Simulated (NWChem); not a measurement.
**Correlation energy of nitrogen trifluoride (F$_{3}$N)**

SMILES: FN(F)F
```xyz
4

F      0.6162    -0.1189     1.0658
N     -0.0032     0.4745     0.0000
F      0.6162    -0.1189    -1.0658
F     -1.2298    -0.1314     0.0000
```
Charge 0, spin multiplicity 1.

The numbers come from NWChem runs, not from measurements. All single points use one geometry, from B3LYP/def2-SVP, a minimum by its harmonic frequencies.

Basis set: def2-SVP. Each correlation energy counts from its own Hartree-Fock reference.

The correlated methods keep 4 core orbitals frozen. Coupled-cluster values serve here as a point of comparison, not as the truth.

```csv
method,correlation energy (mHa)
SCS-MP2,-705.0
MP2,-730.9
CCSD,-743.6
CR-CCSD(T),[?]
CCSD(T),[?]
CCSD+T(CCSD),[?]
CR-CCSD[T],-759.1
```

Complete the blanks.


- CR-CCSD(T), correlation energy (mHa): -757.5
- CCSD(T), correlation energy (mHa): -761.8
- CCSD+T(CCSD), correlation energy (mHa): -763.9
